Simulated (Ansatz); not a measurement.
in.yaml

```yaml
crystal:
  periodic: [false, false, false]
  atoms:
    - {symbol: Al, position_ang: [0.000000, 0.000000, 0.280923]}
    - {symbol: Al, position_ang: [0.000000, 0.000000, -2.181077]}
    - {symbol: H, position_ang: [0.000000, 0.000000, 1.900153]}
basis:
  gaussian: {orbitals: cc-pVDZ}
magnetization: {spin_polarized: true, initial_magnetization: 1}
correlation: {method: ccsdtq, electrons: outside_noble_gas}
```

```sh
$ ansatz run in.yaml --threads 2 --pin off --events-out ev --progress --plain --max-ram 16896MiB --backend cuda --devices 0, --max-vram 18GiB
```

The program prints:

```
742 factors; integrals over basis functions are off by at most 1.3e-7 eV
mean field evaluation 1: about -13178.8980 eV, gradient 5.6e0 eV
mean field evaluation 2: about -13178.8994 eV, gradient 5.6e0 eV
mean field evaluation 4: about -13179.5227 eV, gradient 6.7e-1 eV
mean field evaluation 8: about -13179.5517 eV, gradient 2.5e-2 eV
mean field evaluation 16: about -13179.6702 eV, gradient 2.2e-1 eV
mean field evaluation 32: about -13179.5496 eV, gradient 1.0e-1 eV
mean field evaluation 64: about -13179.5517 eV, gradient 2.0e-5 eV
mean field evaluation 96: about -13178.9012 eV, gradient 1.6e-2 eV
mean field evaluation 128: about -13179.4749 eV, gradient 1.1e0 eV
mean field evaluation 160: about -13178.9012 eV, gradient 2.9e-5 eV
...
mean field -13179.68056160 eV, -484.3443271303 hartree, gradient 2.1e-6 eV, S^2 1.326942; 27 other end points of the search recorded, 0 dependent functions left out
determinant -13179.68056160 eV, -484.3443271303 hartree, with singles and doubles -13182.94683968 eV, -484.4643606358 hartree
determinant -13178.90124713 eV, -484.3156878519 hartree, with singles and doubles -13182.08836876 eV, -484.4328124116 hartree
determinant -13178.83409268 eV, -484.3132199713 hartree, with singles and doubles -13182.03491782 eV, -484.4308481257 hartree
determinant -13178.33474203 eV, -484.2948691736 hartree, with singles and doubles -13181.58117213 eV, -484.4141732791 hartree
determinant -13178.11869650 eV, -484.2869296467 hartree, with singles and doubles -13181.61085902 eV, -484.4152642524 hartree
determinant -13177.08447754 eV, -484.2489228010 hartree, with singles and doubles -13180.25998483 eV, -484.3656205413 hartree
determinant -13176.77566531 eV, -484.2375741609 hartree, with singles and doubles -13180.25720313 eV, -484.3655183156 hartree
determinant -13176.77202014 eV, -484.2374402035 hartree, with singles and doubles -13179.94213271 eV, -484.3539396915 hartree
determinant -13176.56309962 eV, -484.2297625157 hartree, with singles and doubles -13180.33427691 eV, -484.3683507248 hartree
determinant -13176.30467297 eV, -484.2202655115 hartree, with singles and doubles -13179.87656125 eV, -484.3515299846 hartree
determinant -13176.21008691 eV, -484.2167895378 hartree, with singles and doubles -13179.90664490 eV, -484.3526355383 hartree
determinant -13179.55169936 eV, -484.3395915304 hartree, with singles and doubles -13183.01860739 eV, -484.4669980508 hartree
10 core orbitals not correlated: weight in the atoms' cores, before any rotation towards them, 1.000 or more for the frozen orbitals, at most 0.000 for the correlated occupied ones
reference -13179.68056160 eV, -484.3443271303 hartree; 4, 3 occupied and 27, 28 virtual orbitals, 742 factors
second order -2.27651245 eV of doubles, -0.00000000 eV of singles
...
cycle  31  -3.50153865 eV  change   -5.0e-6 eV  update   4.5e-6
cycle  32  -3.50154157 eV  change   -2.9e-6 eV  update   3.0e-6
cycle  33  -3.50154228 eV  change   -7.1e-7 eV  update   1.9e-6
cycle  34  -3.50154245 eV  change   -1.7e-7 eV  update   1.2e-6
cycle  35  -3.50154257 eV  change   -1.2e-7 eV  update   9.3e-7
cycle  36  -3.50154257 eV  change   -3.5e-9 eV  update   6.3e-7
cycle  37  -3.50154260 eV  change   -3.0e-8 eV  update   4.6e-7
cycle  38  -3.50154277 eV  change   -1.7e-7 eV  update   3.3e-7
cycle  39  -3.50154296 eV  change   -1.9e-7 eV  update   2.6e-7
cycle  40  -3.50154317 eV  change   -2.1e-7 eV  update   2.1e-7
Total energy: -13183.18210476 eV, -484.4730064683 hartree
```

The determinant's ⟨S²⟩ is 1.33 against 0.75 for a pure state. The T1 diagnostic is 0.138.

Ran on 2 threads of AMD EPYC 7R13 with a shared H100 80 GB, shared host: 37 s wall, 0.87 GiB peak host memory.
